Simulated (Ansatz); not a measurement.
# C₂H₇N (singlet): the correlation ladder, 6-31G*

The task here is to estimate one member of a computed series from the others.

Computed with Ansatz 0.2.0, Gaussian basis. Level: 6-31G*, core rule «outside noble gas», up to 3 orbitals frozen.

The runs, in order: UHF; CCSD(T) on RHF; BCCD(T) on RHF; CISD; CCSDT(Q) on RHF; CASSCF and MRCISD+Q, 8 electrons in 8 orbitals; CASSCF and NEVPT2, 8 electrons in 8 orbitals.

14 further runs of the same task are left out: 1 that didn't finish, 13 set aside as unsound or not needed.

### The system

The geometry is an MP2(full)/6-31G* stationary point (not a proven minimum).

10 atoms, charge 0, spin multiplicity 1.

Atoms are counted from 1 here; the program's logs count them from 0.

Bond lengths: C1–N2 1.456 Å, C1–H4 1.103 Å, C1–H5 1.092 Å, C1–H6 1.094 Å, N2–C3 1.456 Å, N2–H7 1.018 Å, C3–H8 1.103 Å, C3–H9 1.092 Å, C3–H10 1.094 Å. Angles: N2–C1–H4 114.1°, N2–C1–H5 109.5°, N2–C1–H6 108.9°, H4–C1–H5 108.5°, H4–C1–H6 107.7°, H5–C1–H6 107.9°, C1–N2–C3 111.7°, C1–N2–H7 108.8°, C3–N2–H7 108.8°, N2–C3–H8 114.1°, N2–C3–H9 109.5°, N2–C3–H10 108.9°, H8–C3–H9 108.5°, H8–C3–H10 107.7°, H9–C3–H10 107.9°.

Set-up of the first run:

File in.yaml:

```yaml
crystal:
  periodic: [false, false, false]
  atoms:
    - {symbol: C, position_ang: [-0.016003, -0.256609, 1.204880]}
    - {symbol: N, position_ang: [-0.016003, 0.560563, 0.000000]}
    - {symbol: C, position_ang: [-0.016003, -0.256609, -1.204880]}
    - {symbol: H, position_ang: [0.803028, -0.994649, 1.248506]}
    - {symbol: H, position_ang: [0.051125, 0.389275, 2.083405]}
    - {symbol: H, position_ang: [-0.960693, -0.804894, 1.261750]}
    - {symbol: H, position_ang: [0.816830, 1.146313, 0.000000]}
    - {symbol: H, position_ang: [0.803028, -0.994649, -1.248506]}
    - {symbol: H, position_ang: [0.051125, 0.389275, -2.083405]}
    - {symbol: H, position_ang: [-0.960693, -0.804894, -1.261750]}
basis:
  gaussian: {orbitals: "6-31G*"}
magnetization: {spin_polarized: true, initial_magnetization: 0}
hamiltonian: {xc: hf}
output: {orbitals: {seedname: orbitals}}
```

On the command line:

```console
> ansatz run in.yaml --threads 1 --pin off --events-out ev --progress --plain --max-ram 2560MiB --backend cpu
```

Steps of the session up to this table: UHF; CCSD(T) on RHF; BCCD(T) on RHF; CISD; CCSDT(Q) on RHF; CASSCF and MRCISD+Q, 8 electrons in 8 orbitals; CASSCF and NEVPT2, 8 electrons in 8 orbitals.

One table of the session follows, with a row left open; its other results are not shown here.

```
           method  from RCCSDT(Q) (kJ/mol)
              RHF                  +1259.6
             RMP2                        ?
             CISD                   +171.9
            RCCSD                    +34.5
         RCCSD(T)                     +3.7
          BCCD(T)                     +3.6
           RCCSDT                     +1.9
        RCCSDT(Q)                        0
  CASSCF frontier                   +979.7
  NEVPT2 frontier                   +154.5
  MRCISD frontier                   +110.5
MRCISD+Q frontier                    +17.0
```

Estimate the missing values for RMP2.

The run gave: from RCCSDT(Q) (kJ/mol): +137.7. In the column «from RCCSDT(Q) (kJ/mol)» it lies between MRCISD frontier (+110.5) and NEVPT2 frontier (+154.5).
